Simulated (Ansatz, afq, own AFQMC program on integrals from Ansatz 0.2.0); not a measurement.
# SnF$_{2}$, singlet → SnF2, triplet

```xyz
3

Sn    0.0000   -0.3140    0.0000
F     0.0000    0.9810   -1.4340
F     0.0000    0.9810    1.4340
```

Connectivity, by distances: F–Sn–F.

E(triplet, charge +0) − E(singlet, charge +0) at this geometry, on RHF and UHF determinants.

Basis def2-TZVPP with its core potentials. Only valence electrons are correlated. Ansatz 0.2.0 and our own AFQMC program on the same integrals; the CISD trial comes from CCSD amplitudes, and released means the phaseless constraint is let go. Uncertainties: one standard error, sampling alone. No spin–orbit coupling. The errors of all members are added in quadrature.

No full CI on the walks' own integrals is used here. The released AFQMC energy serves as the reference, which it does only where one determinant dominates, the energy is flat over the last release times and near the phaseless one (40 meV or 2 meV an electron, half that with transition metals). On small molecules, where full CI could be run and the noise was under 10 meV, such values lay within 10 meV of it in 19 cases of 20, a flattering rate, since the rule was set on those same cases; what remains of the bias isn't in the error bar. Each member takes its own surest rung, up to full CI.

Errors are counted within def2-TZVPP, not against nature.

Cautions: inner d shell frozen; no spin-orbit coupling; SnF₂ (singlet): the released value is read at 0.99 1/Eh with a noise of 11 meV, more than in the cases checked, later times being too noisy (meV from the phaseless value at times in 1/Eh: 4 ± 7 at 0.24, -1 ± 8 at 0.51, -4 ± 11 at 0.99, -21 ± 19 at 1.50); SnF₂ (triplet): another spin lies lower, the released value is read at 1.50 1/Eh with a noise of 23 meV, more than in the cases checked (meV from the phaseless value at times in 1/Eh: 20 ± 11 at 0.24, 15 ± 13 at 0.51, -6 ± 17 at 0.99, 11 ± 23 at 1.50).

Reference (AFQMC with the constraint released): 3.433 ± 0.025 eV.

```json
{"level": "HF", "vertical spin gap (eV)": "2.793", "error against released AFQMC (eV)": "-0.640 ± 0.025"}
{"level": "MP2", "vertical spin gap (eV)": "3.341", "error against released AFQMC (eV)": "-0.093 ± 0.025"}
{"level": "CCSD", "vertical spin gap (eV)": "3.413", "error against released AFQMC (eV)": "-0.020 ± 0.025"}
{"level": "CCSD(T)", "vertical spin gap (eV)": "3.424", "error against released AFQMC (eV)": "-0.009 ± 0.025"}
{"level": "ph-AFQMC/CISD", "vertical spin gap (eV)": "3.418 ± 0.014", "error against released AFQMC (eV)": "-0.015 ± 0.029"}
```

Correlation beyond CCSD(T) changes it by less than twice the noise. The perturbative (T) step is worth +0.011 eV.

A walk keeps the symmetry of its determinant, which the program's search chose and which needn't be the lowest solution, so a lower state of the same spin and another symmetry isn't excluded. Released energies are given only where the last usable release times agree within the noise; a slower fall can still hide under it.
